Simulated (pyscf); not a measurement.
Thermochemistry of product channels of `[O]=[Sn]([OH])[OH]` + `[H]` [doublet] on the doublet surface, in kcal/mol, from ωB97M-D3(BJ)/def2-TZVP energies (ideal gas, 1 atm, RRHO with modes under 100 cm⁻¹ raised to 100, one conformer, R ln 2 for chiral ones without a mode under 150 cm⁻¹). Single points on ωB97X-D3(BJ)/def2-SVP structures (PySCF, gas phase).

```csv
products,ΔE,ΔH(298 K),ΔG(298 K),ΔG(1200 K)
`[O]=[Sn][OH]` [doublet] + `[OH2]`,-51.4,-47.3,-50.7,-57.5
`[O][Sn](=[O])[OH]` [doublet] + `[H][H]`,+16.0,+15.2,+13.9,+10.6
```

These are energies of the channels, which say nothing of barriers. Elements past Kr carry the def2 core potentials, without spin-orbit coupling.
